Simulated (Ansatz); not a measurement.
**PNHO (doublet): the correlation ladder, def2-QZVPP**

One table from this session's results is given with a row withheld; the runs are named, their logs left out.

Program: Ansatz 0.2.0, Gaussian basis. Level of theory: def2-QZVPP, core rule «outside noble gas», up to 7 orbitals frozen. These are calculated values, not measurements.

To be run: UHF; ROHF; CCSD(T) on UHF.

2 further runs of the same task are left out: 2 set aside as unsound or not needed.

### The geometry

The geometry is a PBE0/def2-TZVP stationary point (not a proven minimum).

4 atoms, charge 0, spin multiplicity 2.

Atoms are counted from 1 here; the program's logs count them from 0.

Bond lengths: N1–P2 1.551 Å, N1–H4 1.015 Å, P2–O3 1.467 Å. Angles: P2–N1–H4 117.5°, N1–P2–O3 126.9°.

The first run:

File in.yaml:

```yaml
crystal:
  periodic: [false, false, false]
  atoms:
    - {symbol: N, position_ang: [0.000000, -0.385084, 1.371493]}
    - {symbol: P, position_ang: [0.000000, 0.327392, -0.005904]}
    - {symbol: O, position_ang: [0.000000, -0.309237, -1.327958]}
    - {symbol: H, position_ang: [0.000000, 0.199224, 2.201813]}
basis:
  gaussian: {orbitals: "def2-QZVPP.json"}
magnetization: {spin_polarized: true, initial_magnetization: 1}
hamiltonian: {xc: hf}
output: {orbitals: {seedname: orbitals}}
```

Started as:

```bash
ansatz run in.yaml --threads 1 --pin off --events-out ev --progress --plain --max-ram 2393MiB
```

Steps of the session up to this table: UHF; ROHF; CCSD(T) on UHF.

One table of the session follows, with a row left open; its other results are not shown here.

It belongs to the step «Misses and costs». 

| method | from UCCSD(T) (kJ/mol) |
| --- | --- |
| ROHF | +1739.3 |
| UHF | +1714.6 |
| UMP2 | ? |
| UCCSD | +90.1 |
| UCCSD(T) | 0 |

Q: Estimate the row for UMP2 from the others.

The run gave: from UCCSD(T) (kJ/mol): +91.3. In the column «from UCCSD(T) (kJ/mol)» it lies between UCCSD (+90.1) and UHF (+1714.6).
